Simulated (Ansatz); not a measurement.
Two shapes of doublet COS(+).

Shape 1:

```xyz
3

O    -0.8950    1.3356   -0.4947
C    -0.2797    0.4174   -0.1546
S     0.5524   -0.8243    0.3053
```

Shape 2:

```xyz
3

O    -0.2732    0.8962   -1.4081
C    -0.0985    0.3090   -0.4974
S     0.1670   -0.5837    0.8871
```

Basis set: def2-SVP (spherical functions). Frozen core: 7 orbitals. Charge 1, multiplicity 2.

Computed with Ansatz (development build ahead of 0.2.0); each method stands on the lowest determinant of its kind that the runs found.

Q: Which shape is lower in energy, and by how much in each method?

A:

```csv
method,E(2) − E(1) (eV)
UHF,-0.265
UHF-MP2,-0.362
```

Shape 2 is lower. Caution: the unrestricted determinant is spin contaminated. Caution for UHF-MP2: MP2 forces lie far from those of the mean fields.
